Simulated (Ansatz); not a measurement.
Rock-salt MgS was calculated with LC-ωPBE (Ansatz, a quantum-chemistry and plane-wave program, plane waves, PAW).

Settings: plane-wave cutoff 460 eV, 8×8×8 k mesh, Fermi–Dirac smearing 0.01 eV, scalar-relativistic PAW data made under PBE.

Computed at the level's own relaxed cell.

```yaml
crystal:
  lattice:
    - [0.00000, 2.58280, 2.58280]
    - [2.58280, 0.00000, 2.58280]
    - [2.58280, 2.58280, 0.00000]
  atoms:
    - { symbol: Mg, position: [0.00000, 0.00000, 0.00000] }
    - { symbol: S, position: [0.50000, 0.50000, 0.50000] }
```

### Question
List the 5 lowest band energies at Γ above −25 eV (eV, relative to the valence band maximum), grouping those that round alike.

### Answer
At Γ: -15.65, 0.00 (×3), 10.18.

Note: the run warned that its exchange threshold was loose for the stress.
